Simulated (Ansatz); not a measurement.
Mulliken charges of C₃H₃F₂N (`FC1(F)CC=N1`) from ωB97M-V/def2-TZVPP in Ansatz (PBE0-D4/def2-TZVP geometry).

| atom | x (Å) | y (Å) | z (Å) | charge (e) |
| --- | --- | --- | --- | --- |
| F1 | 1.689 | -0.978 | 0.499 | -0.173 |
| C2 | 0.913 | -0.084 | -0.128 | 0.389 |
| F3 | 1.558 | 0.300 | -1.238 | -0.173 |
| C4 | -0.566 | -0.476 | -0.305 | -0.232 |
| C5 | -0.695 | 0.724 | 0.588 | 0.008 |
| N6 | 0.538 | 1.044 | 0.730 | -0.194 |
| H7 | -0.848 | -1.439 | 0.125 | 0.120 |
| H8 | -0.957 | -0.378 | -1.318 | 0.120 |
| H9 | -1.543 | 1.240 | 1.031 | 0.135 |

Problem. By hand: the dipole of these point charges (1 e Å = 4.8032 D).

Solution. Σ q r = (-0.610, -0.052, 0.008) e Å, of length 0.612 e Å = 2.94 D.

Problem. How does the dipole of the full density compare? (Best estimate.)

Solution. Computed: (-0.744, -0.185, -0.079) e Å, 3.70 D; the point charges give 0.79 times that, at 11° from its direction.

Point charges leave out the atoms' own dipoles, such as those of lone pairs, and Mulliken's split depends on the basis, so the two needn't agree.
